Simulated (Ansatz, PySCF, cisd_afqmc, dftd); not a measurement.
Reaction: HCl (chlorane, SMILES Cl) → HCl+ (parent SMILES Cl, doublet) + e-
Each species at its own B3LYP-D3(BJ)/def2-TZVP minimum (Ansatz, an electronic-structure program).

Wanted: adiabatic ionisation energy (0 K, zero-point energies from PySCF's Hessians at B3LYP-D3(BJ)/def2-TZVP), in eV. Radicals and triplets start from unrestricted determinants; spin-orbit coupling is neglected. Cores are frozen in correlated methods. Rows without X2C or -DK are non-relativistic. AFQMC/CISD: phaseless, guided by CISD from CCSD amplitudes; bars are statistical, one sigma. Outlying blocks are dropped, and bars are widened where a walk drifts. Over all cases where full CI ran beside it in this data, AFQMC minus full CI had a median of +0.1 mEh and passed +0.4 mEh in a tenth of the cases. CBS(X,Y): correlation extrapolated as X^-3, Hartree-Fock from the larger set (Q,5: extrapolated as (X+1)exp(-9√X)). A bracket is a step between two methods taken in the basis named. Functionals run without relativity, which enters their misses. Double hybrids freeze cores in their MP2 part. 'core' is core correlation in cc-pwCVTZ (1s frozen past Ne), 'X2C' scalar relativity in cc-pVTZ-DK, both at CCSD(T). Full CI freezes restricted core orbitals, also for open shells; the composite that ends in it estimates full CI at the basis-set limit.

Measured: 12.74 eV (CCCBDB table in ASE).

```csv
level,program,adiabatic ionisation energy (eV),error against that value
HF/cc-pV(D+d)Z,Ansatz,11.52,-1.22
CAM-B3LYP/def2-TZVPD,Ansatz,12.73,-0.01
B2GP-PLYP-D4/def2-TZVPD,Ansatz + dftd4,12.64,-0.10
MP2/cc-pV(5+d)Z,Ansatz,12.82,0.08
CCSDT(Q)/cc-pV(D+d)Z,Ansatz,12.20,-0.54
AFQMC/CISD/cc-pV(T+d)Z,cisd_afqmc,12.55 ± 0.01,-0.19
FCI/cc-pV(D+d)Z,Ansatz,12.21,-0.53
"CCSD(T)/CBS(cc-pV(Q+d)Z,cc-pV(5+d)Z) + [AFQMC/CISD - CCSD(T)]/cc-pV(T+d)Z + core + X2C",Ansatz + cisd_afqmc,12.79 ± 0.01,0.05
"CCSD(T)/CBS(cc-pV(Q+d)Z,cc-pV(5+d)Z) + [CCSDT(Q) - CCSD(T)]/cc-pV(5+d)Z + [FCI - CCSDT(Q)]/cc-pV(D+d)Z + core + X2C",Ansatz,12.78,0.04
```
